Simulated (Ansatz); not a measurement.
in.yaml

```yaml
crystal:
  periodic: [false, false, false]
  atoms:
    - {symbol: Si, position_ang: [0.000000, 0.000000, 1.638100]}
    - {symbol: O, position_ang: [0.000000, 0.000000, 0.000000]}
    - {symbol: Si, position_ang: [0.000000, 0.000000, -1.638100]}
basis:
  gaussian: {orbitals: cc-pVTZ}
magnetization: {spin_polarized: true, initial_magnetization: 4}
hamiltonian: {xc: {name: B3LYP}}
```

```sh
$ ansatz run in.yaml --threads 2 --pin off --events-out ev --progress --plain --max-ram 15360MiB --backend cuda --devices 0, --max-vram 18GiB
```

The program prints:

```
735 factors; their error is unknown
mean field evaluation 1: about -17793.6122 eV, gradient 3.9e1 eV
mean field evaluation 2: about -17751.0156 eV, gradient 9.9e1 eV
mean field evaluation 4: about -17798.7690 eV, gradient 1.6e0 eV
mean field evaluation 8: about -17798.8312 eV, gradient 2.0e-2 eV
mean field evaluation 16: about -17798.8312 eV, gradient 1.4e-5 eV
mean field evaluation 32: about -17798.7853 eV, gradient 2.1e-1 eV
mean field -17798.91532285 eV, -654.0980735767 hartree, gradient 1.8e-5 eV, S^2 6.005874; 5 other end points of the search recorded, 0 dependent functions left out
reference -17798.91552011 eV, -654.0980808260 hartree; 20, 16 occupied and 78, 82 virtual orbitals, 735 factors
Total energy: -17798.91552011 eV, -654.0980808260 hartree
```

Ran on 2 threads of AMD EPYC 7R13 with a shared H100 80 GB, shared host: 2.5 s wall, 0.79 GiB peak host memory.
